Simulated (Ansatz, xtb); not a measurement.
Relative energy of two isomers of C2H6O

Structure X: `CCO`, a singlet. Structure Y: `COC`, a singlet. Both are isolated molecules in the gas phase, relaxed with B3LYP/6-31G*; the shapes shown needn't be the lowest conformers.

X (Å):

```xyz
9

C    -0.8588   -2.1687   -0.8158
C    -0.0810   -0.9209   -1.2022
O     1.2095   -1.0110   -0.6075
H    -0.3423   -3.0657   -1.1732
H    -1.8641   -2.1470   -1.2510
H    -0.9507   -2.2385    0.2732
H    -0.6164   -0.0225   -0.8528
H    -0.0071   -0.8505   -2.3001
H     1.7086   -0.2174   -0.8528
```

Y (Å):

```
atom    x (Å)    y (Å)    z (Å)
   C  -1.1359  -2.1161  -0.9161
   C   0.7158  -0.6832  -0.9218
   O  -0.3047  -1.2742  -0.1507
   H  -1.8919  -2.5271  -0.2415
   H  -0.5711  -2.9486  -1.3685
   H  -1.6425  -1.5654  -1.7265
   H   1.3784  -1.4401  -1.3744
   H   1.3058  -0.0524  -0.2513
   H   0.3067  -0.0570  -1.7325
```

Energies in hartree; the thermal terms are from B3LYP/6-31G* harmonic frequencies (ideal gas, rigid rotor, one conformer each, 298.15 K, 1 atm) and include the zero-point energy:

|  | X | Y |
| --- | --- | --- |
| E, CCSD(T)/def2-TZVP | −154.781250 | −154.764323 |
| zero-point energy | 0.080291 | 0.080334 |
| H(298 K) − E | 0.085506 | 0.085563 |
| G(298 K) − E | 0.054918 | 0.055635 |

Question: Work out ΔE, ΔE₀, ΔH and ΔG for X → Y in kJ/mol (1 Eh = 2625.50 kJ/mol) and the equilibrium ratio [Y]/[X].

Answer: 1. ΔE = −154.764323 − (−154.781250) = +0.016927 Eh = +44.44 kJ/mol.
2. ΔE₀ = ΔE + ΔZPE = +0.016927 + (+0.000043) Eh = +44.55 kJ/mol.
3. ΔH = ΔE + (+0.000057) Eh = +44.59 kJ/mol.
4. ΔG = ΔE + (+0.000717) Eh = +46.32 kJ/mol, so ΔS = (ΔH − ΔG)/T = −5.8 J/(mol K).
5. kT = 0.9442 mEh, so K = [Y]/[X] = exp(−ΔG/kT) = exp(−18.69) ≈ 7.7 × 10^−9.

Structure X is favoured at this temperature. An error of 4 kJ/mol in ΔG would change K by a factor of 5. HF/STO-3G gave ΔE the other sign. Mirror images and further conformers aren't counted.

As drawn, Y has 1 C–O, 1 C–H in place of 1 C–C, 1 O–H.

Other levels gave ΔE = +8.8 (GFN2-xTB); −4.7 (HF/STO-3G, GFN2-xTB geometries); +41.6 (r2SCAN-D4/def2-SVP, GFN2-xTB geometries); +22.1 (B3LYP/6-31G*); +40.3 (HF/def2-TZVP); +48.3 (MP2/def2-TZVP) kJ/mol. The correlated steps freeze 3 core orbitals. Programs: Ansatz 0.2.0, xtb 6.7.1.
